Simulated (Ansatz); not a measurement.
`C/N=C(\N)O` + H₂ → `C/N=C/O` + NH₃ at 500 K and 1 bar (hydrogenolysis of a C–N bond).

Program: Ansatz. Geometries: PBE0-D4/def2-TZVP. ΔE: electronic, gas phase. CCSD(T)/CBS is the MP2 limit (def2-TZVPP, def2-QZVPP) plus CCSD(T) − MP2 in def2-TZVPP, frozen cores. This one scheme is used for every species. Double bonds are as drawn, so ΔE can hold a change between cis and trans. Each species was taken in one conformer, which may not be the lowest.

```json
{"species": "`C/N=C(\\N)O`", "CCSD(T)/CBS energy (Eh)": "-264.28849", "H − E (kJ/mol)": "281.4", "S (J/(mol·K))": "370.4"}
{"species": "H₂", "CCSD(T)/CBS energy (Eh)": "-1.17544", "H − E (kJ/mol)": "41.0", "S (J/(mol·K))": "145.5"}
{"species": "`C/N=C/O`", "CCSD(T)/CBS energy (Eh)": "-208.96897", "H − E (kJ/mol)": "227.2", "S (J/(mol·K))": "328.0"}
{"species": "NH₃", "CCSD(T)/CBS energy (Eh)": "-56.50880", "H − E (kJ/mol)": "108.2", "S (J/(mol·K))": "211.8"}
```

H − E and S are ideal-gas, rigid-rotor, harmonic terms from PBE0-D4/def2-TZVP, for one conformer and one mirror image of each species. The MP2-based limit puts H₂ 0.8 mEh under its directly extrapolated value; such offsets cancel only in part. 1 Eh = 2625.50 kJ/mol, R = 8.31446 J/(mol·K).

Problem. By hand: ΔE, ΔH, ΔS and ΔG.

Solution. ΔE = (-208.96897) + (-56.50880) − (-264.28849) − (-1.17544) = -0.01384 Eh = -36.3 kJ/mol. Δ(H − E) = 227.2 + 108.2 − 281.4 − 41.0 = 13.0, so ΔH = -23.3 kJ/mol. ΔS = 328.0 + 211.8 − 370.4 − 145.5 = 23.9 J/(mol·K). ΔG = -23.3 − 500 × (23.9)/1000 = -35.2 kJ/mol.

Problem. By hand: the equilibrium constant, and the temperature at which ΔG would vanish if ΔH and ΔS stayed fixed.

Solution. log₁₀ K = −ΔG/(RT ln 10) = 3.7. ΔH and −TΔS have one sign here, so there is no such temperature.

TΔS isn't small against ΔH here. A doubt of 5 kJ/mol in ΔE shifts log₁₀ K by 0.5 here. Other conformers and mirror images would add mixing entropy, several J/(mol·K) or more a flexible species. These are equilibria of isolated gas molecules and say nothing of rates. Largest T1 diagnostic: 0.013 (customary marks: 0.02 for closed shells, 0.045 for open ones).
